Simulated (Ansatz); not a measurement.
# BH3O3: ionisation energy by level of theory

An exercise on one series of results from a longer session: the logs are not shown, and one member is left open.

Method: unrestricted cation, the program's frozen cores in correlated methods; program: Ansatz 0.2.0, Gaussian basis.

Levels to be run: UKS PBE-D4/def2-TZVPP; UKS r2SCAN-D4/def2-TZVPP; UKS PBE0-D4/def2-TZVPP; UKS B3LYP-D4/def2-TZVPP; UKS wB97X-V/def2-TZVPP; UKS wB97M-V/def2-TZVPP; UKS B2PLYP/def2-TZVPP; UHF-CCSD(T)/def2-TZVPP; UHF-CCSD(T)/def2-QZVPP; extrapolation to the limit; then −ε(HOMO) from the neutral's earlier runs with LDA (SPW92), PBE-D4, revPBE-D4, BLYP-D4, r2SCAN-D4, B97M-V, PBE0-D4, B3LYP-D4, r2SCANh-D4, r2SCAN0-D4, HSE06-D4, BHLYP-D4, CAM-B3LYP-D4, LC-ωPBE, ωB97X-V, ωB97M-V.

## The relaxed structure

The geometry comes from an earlier relaxation with PBE0-D4 in a triple-zeta def2 set; it is a stationary point, not always the lowest conformer.

7 atoms, charge 0, spin multiplicity 1.

Atoms are counted from 1 here; the program's logs count them from 0.

Bond lengths: O1–B2 1.367 Å, O1–H5 0.957 Å, B2–O3 1.360 Å, B2–O4 1.376 Å, O3–H6 0.959 Å, O4–H7 0.957 Å. Angles: B2–O1–H5 115.3°, O1–B2–O3 116.5°, O1–B2–O4 125.2°, O3–B2–O4 118.3°, B2–O3–H6 111.6°, B2–O4–H7 115.8°.

Set-up of the first run:

The input, in.yaml:

```yaml
crystal:
  periodic: [false, false, false]
  atoms:
    - {symbol: O, position_ang: [-1.109677, 0.802563, 0.321870]}
    - {symbol: B, position_ang: [-0.012210, -0.006765, 0.228678]}
    - {symbol: O, position_ang: [0.501182, -0.469281, 1.400087]}
    - {symbol: O, position_ang: [0.600707, -0.381269, -0.945383]}
    - {symbol: H, position_ang: [-1.457362, 1.118645, -0.511461]}
    - {symbol: H, position_ang: [1.266840, -1.028219, 1.254513]}
    - {symbol: H, position_ang: [0.210520, -0.035674, -1.748293]}
basis:
  gaussian: {orbitals: def2-TZVPP}
total_charge: 1
magnetization: {spin_polarized: true, initial_magnetization: 1}
hamiltonian: {xc: pbe, dispersion: d4}
```

Run with:

```
> ansatz run in.yaml --threads 2 --pin off --events-out ev --progress --plain --max-ram 32768MiB --backend cpu
```

Steps of the session up to this table: Cation, UKS PBE-D4/def2-TZVPP; Cation, UKS r2SCAN-D4/def2-TZVPP; Cation, UKS PBE0-D4/def2-TZVPP; Cation, UKS B3LYP-D4/def2-TZVPP; Cation, UKS wB97X-V/def2-TZVPP; Cation, UKS wB97M-V/def2-TZVPP; Cation, UKS B2PLYP (frozen core)/def2-TZVPP; Cation, UHF-CCSD(T)/def2-TZVPP; Cation, UHF-CCSD(T)/def2-QZVPP.

One of the session's tables, all rows but one given; the rest of the session is left out.

Orbital estimates, from the neutral's runs:

| functional | −ε(HOMO) (eV) |
| --- | --- |
| LDA (SPW92) | 7.64 |
| PBE-D4 | 7.44 |
| revPBE-D4 | 7.36 |
| BLYP-D4 | 7.35 |
| r2SCAN-D4 | 7.83 |
| B97M-V | 7.91 |
| PBE0-D4 | 9.19 |
| B3LYP-D4 | 8.91 |
| r2SCANh-D4 | 8.49 |
| r2SCAN0-D4 | 9.48 |
| HSE06-D4 | ? |
| BHLYP-D4 | 10.89 |
| CAM-B3LYP-D4 | 10.72 |
| LC-ωPBE | 12.11 |
| ωB97X-V | 11.74 |
| ωB97M-V | 11.67 |

Q: Estimate the row for HSE06-D4 from the others.

**Answer.** −ε(HOMO) (eV): 8.78. In the column «−ε(HOMO) (eV)» it lies between r2SCANh-D4 (8.49) and B3LYP-D4 (8.91).
